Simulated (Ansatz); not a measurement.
**SiCF (quartet): wave-function methods side by side, cc-pVDZ**

One table from this session's results is given with a row withheld; the runs are named, their logs left out.

Computed with Ansatz 0.2.0, Gaussian basis. Level: cc-pVDZ, core rule «outside noble gas», up to 7 orbitals frozen.

To be run: UHF; CCSD(T) on ROHF; CCSD(T) on UHF; BCCD(T) on ROHF; CISD; CCSDT(Q) on ROHF; CCSDT(Q) on UHF.

28 further runs of the same task are left out: 8 for a known fault of the program, 11 that didn't finish, 9 set aside as unsound or not needed.

## What is computed

The geometry is a PBE0/def2-TZVP stationary point (not a proven minimum) of the parent state, kept for this charge and spin.

3 atoms, charge 0, spin multiplicity 4.

Atoms are counted from 1 here; the program's logs count them from 0.

Bond lengths: C1–Si2 1.730 Å, Si2–F3 1.588 Å. Angles: C1–Si2–F3 180.0°.

Set-up of the first run:

Contents of in.yaml:

```yaml
crystal:
  periodic: [false, false, false]
  atoms:
    - {symbol: C, position_ang: [0.000000, 0.000000, 1.682800]}
    - {symbol: Si, position_ang: [0.000000, 0.000000, -0.047400]}
    - {symbol: F, position_ang: [0.000000, 0.000000, -1.635400]}
basis:
  gaussian: {orbitals: cc-pVDZ}
magnetization: {spin_polarized: true, initial_magnetization: 3}
hamiltonian: {xc: hf}
output: {orbitals: {seedname: orbitals}}
```

The run is started by

```sh
ansatz run in.yaml --threads 1 --pin off --events-out ev --progress --plain --max-ram 2393MiB
```

Steps of the session up to this table: UHF; CCSD(T) on ROHF; CCSD(T) on UHF; BCCD(T) on ROHF; CISD; CCSDT(Q) on ROHF; CCSDT(Q) on UHF.

One of the session's tables, all rows but one given; the rest of the session is left out.

| method | from UCCSDT(Q) (kJ/mol) |
| --- | --- |
| ROHF | +1041.7 |
| UHF | +1031.5 |
| RMP2 | +108.6 |
| UMP2 | ? |
| CISD | +138.3 |
| RCCSD | +44.0 |
| UCCSD | +43.5 |
| RCCSD(T) | +9.2 |
| UCCSD(T) | +9.2 |
| BCCD(T) | +8.6 |
| RCCSDT | +4.4 |
| UCCSDT | +4.2 |
| RCCSDT(Q) | +0.5 |
| UCCSDT(Q) | 0 |

**Question.** Estimate the row for UMP2.

**Answer.** from UCCSDT(Q) (kJ/mol): +112.7. In the column «from UCCSDT(Q) (kJ/mol)» it lies between RMP2 (+108.6) and CISD (+138.3).

Caveats from the session: Restricted and unrestricted rows rest on different reference determinants; where their highest levels disagree by more than a few hundredths of an eV, they describe different states and don't form one ladder.
